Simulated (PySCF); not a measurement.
ammonia (H₃N), SMILES N. Coordinates come from a PBE0-D3(BJ)/def2-TZVPD optimisation.

Give the equilibrium geometry at PBE0-D3(BJ)/def2-TZVPD (PySCF confirms it by a frequency run) as bond lengths and angles, and its point group. (Estimate from the structure and the level; the computed values follow.)

point group C3v.
Atoms: N1 H2 H3 H4. Bond lengths (Å): N1–H2 1.013, N1–H3 1.013, N1–H4 1.013. Bond angles (°): H2–N1–H3 106.9, H2–N1–H4 106.9, H3–N1–H4 106.9.
Charge 0, spin multiplicity 1.
